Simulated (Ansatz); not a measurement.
Worked example: the enthalpy of formation of C2H4Cl2 (1,2-dichloroethane)

C2H4Cl2: 8 atoms, total charge 0, spin state singlet. SMILES: `ClCCCl`. Geometry: relaxed at PBE0-D4/def2-TZVP. This is one conformer, not always the lowest.

Total energies at RPA@PBE/6-31G* (spherical functions), 12 core orbitals frozen (Ansatz 0.2.0); the atoms run unrestricted:

```
species    state  energy (Eh)
C2H4Cl2  singlet  -997.836508
     Cl  doublet  -459.634898
      C  triplet   -37.810467
      H  doublet    -0.503871
```

Harmonic wavenumbers at PBE0-D4/def2-TZVP, in cm⁻¹: 115, 262, 414, 687, 708, 900, 961, 1061, 1164, 1232, 1315, 1340, 1462, 1464, 3086, 3094, 3149, 3163.

Measured heats of formation of the gaseous atoms at 298.15 K, in kJ/mol: Cl 121.3, C 716.9, H 218.0. Spin-orbit lowering of the atoms at 298 K (mean of the ground term's levels less their thermal mean, from spectra), in kJ/mol: Cl 3.44, C 0.02. Take 1 Eh = 2625.50 kJ/mol, 1 cm⁻¹ = 0.0119627 kJ/mol, RT = 2.479 kJ/mol.

Task: What heat of formation follows?

Result: 
1. Electronic atomisation energy: 2 × (-459.634898) + 2 × (-37.810467) + 4 × (-0.503871) − (-997.836508) = 0.930294 Eh = 2442.5 kJ/mol.
2. Zero-point energy: half the sum of the wavenumbers, 12788.5 cm⁻¹ = 153.0 kJ/mol.
3. Thermal vibrational enthalpy, Σ hcν̃/(exp(hcν̃/kT) − 1): 5.0 kJ/mol. Translation, rotation and pV of a non-linear molecule: 4 RT = 9.9 kJ/mol.
4. The 8 free atoms carry 5/2 RT each: 49.6 kJ/mol.
5. Spin-orbit coupling lowers the free atoms by 2 × 3.44 + 2 × 0.02 = 6.9 kJ/mol.
6. Atomisation enthalpy at 298 K: 2442.5 − 6.9 − 153.0 − 5.0 − 9.9 + 49.6 = 2317.3 kJ/mol.
7. Sum of the atoms' heats of formation: 2548.4 kJ/mol. Heat of formation: 2548.4 − 2317.3 = +231.1 kJ/mol.

The tabulated value is -130.1 kJ/mol (Active Thermochemical Tables), so this level is off by +361.2 kJ/mol, or 13.5 % of the atomisation enthalpy. Anharmonicity and any spin-orbit splitting of the molecule are left out, and so is core correlation.
